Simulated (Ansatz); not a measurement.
# C5H8O: a ladder of functionals and wavefunction methods

Aim: compute C5H8O with functionals from several rungs and with coupled cluster. The yardstick is the atomisation energy at the CCSD(T) limit.

The runs use Ansatz 0.2.0, Gaussian basis; functionals in def2-TZVPP, the program's frozen cores in correlated methods.

The runs, in order: LDA (SPW92), PBE-D4, revPBE-D4, BLYP-D4, r2SCAN-D4, B97M-V, PBE0-D4, B3LYP-D4, r2SCANh-D4, r2SCAN0-D4, HSE06-D4, BHLYP-D4, CAM-B3LYP-D4, LC-ωPBE, ωB97X-V, ωB97M-V, B2PLYP, PBE-QIDH; CCSD(T)/def2-SVP; CCSD(T)/def2-TZVPP; MP2/def2-QZVPP; extrapolation to the limit; RPA on PBE.

## (1) Structure used throughout

All runs share one geometry, relaxed beforehand with PBE0-D4 in a triple-zeta def2 set.

14 atoms, charge 0, spin multiplicity 1.

Atoms are counted from 1 here; the program's logs count them from 0.

Bond lengths: C1–C2 1.478 Å, C1–H7 1.089 Å, C1–H8 1.094 Å, C1–H9 1.093 Å, C2–C3 1.331 Å, C2–O6 1.364 Å, C3–C4 1.501 Å, C3–H10 1.079 Å, C4–C5 1.533 Å, C4–H11 1.093 Å, C4–H12 1.097 Å, C5–O6 1.436 Å, C5–H13 1.095 Å, C5–H14 1.090 Å. Angles: C2–C1–H7 110.6°, C2–C1–H8 110.3°, C2–C1–H9 110.6°, H7–C1–H8 108.9°, H7–C1–H9 109.1°, H8–C1–H9 107.3°, C1–C2–C3 131.3°, C1–C2–O6 114.7°, C3–C2–O6 114.0°, C2–C3–C4 109.0°, C2–C3–H10 125.3°, C4–C3–H10 125.6°, C3–C4–C5 100.6°, C3–C4–H11 113.8°, C3–C4–H12 111.6°, C5–C4–H11 111.4°, C5–C4–H12 112.3°, H11–C4–H12 107.1° and more.

## (2) LDA

This LDA is Slater exchange with PW92 correlation.

The input, in.yaml:

```yaml
crystal:
  periodic: [false, false, false]
  atoms:
    - {symbol: C, position_ang: [-0.863769, 0.398644, 1.948189]}
    - {symbol: C, position_ang: [-0.271786, 0.102250, 0.626349]}
    - {symbol: C, position_ang: [0.675493, -0.758595, 0.262091]}
    - {symbol: C, position_ang: [0.831439, -0.711902, -1.230457]}
    - {symbol: C, position_ang: [0.008642, 0.538516, -1.562052]}
    - {symbol: O, position_ang: [-0.800296, 0.815983, -0.408985]}
    - {symbol: H, position_ang: [-0.405274, -0.217256, 2.720729]}
    - {symbol: H, position_ang: [-1.940040, 0.205586, 1.933542]}
    - {symbol: H, position_ang: [-0.726358, 1.452816, 2.203130]}
    - {symbol: H, position_ang: [1.194536, -1.431800, 0.926903]}
    - {symbol: H, position_ang: [1.867525, -0.607994, -1.562181]}
    - {symbol: H, position_ang: [0.428925, -1.614001, -1.707400]}
    - {symbol: H, position_ang: [0.655975, 1.405556, -1.730768]}
    - {symbol: H, position_ang: [-0.655022, 0.422187, -2.419070]}
basis:
  gaussian: {orbitals: def2-TZVPP}
hamiltonian: {xc: lda}
output: {orbitals: {seedname: orbitals}}
```

Started as:

```console
$ ansatz run in.yaml --threads 4 --pin off --events-out ev --progress --plain --max-ram 10444MiB
```

The runs that follow: PBE-D4 (GGA); revPBE-D4 (GGA); BLYP-D4 (GGA); r2SCAN-D4 (meta-GGA); B97M-V (meta-GGA); B3LYP-D4 (hybrid); r2SCANh-D4 (hybrid); r2SCAN0-D4 (hybrid); HSE06-D4 (hybrid); BHLYP-D4 (hybrid); CAM-B3LYP-D4 (range-separated); LC-ωPBE (range-separated); ωB97X-V (range-separated); ωB97M-V (range-separated); B2PLYP (double hybrid); PBE-QIDH (double hybrid); CCSD(T) in def2-SVP; CCSD(T) in def2-TZVPP; MP2 in def2-QZVPP; RPA on PBE orbitals.

Before running them: what should the planned runs give, taken together? Wanted: atomisation energy, CCSD(T)/CBS; farthest beyond LDA; mean size of error, GGA; mean size of error, meta-GGA; mean size of error, hybrid; mean size of error, range-separated; mean size of error, double hybrid; gap, smallest and largest; T1 diagnostic.

As calculated:

```
                               quantity                                                                       value
        atomisation energy, CCSD(T)/CBS                                                             1418.6 kcal/mol
functionals within 7.1 kcal/mol (0.5 %)  BLYP-D4, B97M-V, B3LYP-D4, r2SCANh-D4, LC-ωPBE, ωB97X-V, ωB97M-V, PBE-QIDH
                    farthest beyond LDA                                                     PBE-D4 (+43.4 kcal/mol)
                mean size of error, GGA                                                               16.9 kcal/mol
           mean size of error, meta-GGA                                                                6.3 kcal/mol
             mean size of error, hybrid                                                               15.0 kcal/mol
    mean size of error, range-separated                                                                6.6 kcal/mol
      mean size of error, double hybrid                                                                7.1 kcal/mol
              gap, smallest and largest                                   4.71 eV (LDA (SPW92)), 11.91 eV (LC-ωPBE)
                          T1 diagnostic                                                                      0.0116
triples share of the correlation energy                                                                       4.2 %
```

LDA overbinds by 220.8 kcal/mol (16 %). PBE-D4 misses by +43.4 kcal/mol. Double hybrids carry the basis error of their MP2 part in triple zeta, and no dispersion term here, so their miss is partly the set-up's. The rungs meta-GGA, range-separated miss on average by less than the doubt on the reference (7.1 kcal/mol), so they tie. Misses under about 7.1 kcal/mol are within the doubt on the reference itself, which lacks core-valence correlation, relativity and higher excitations. Hartree-Fock recovers 74 % of the binding; the rest is correlation. CCSD(T) in def2-SVP is off by -54.5 kcal/mol, so the small basis spoils what the method gains. Orbital gaps span 4.7 to 11.9 eV; exact exchange widens them.
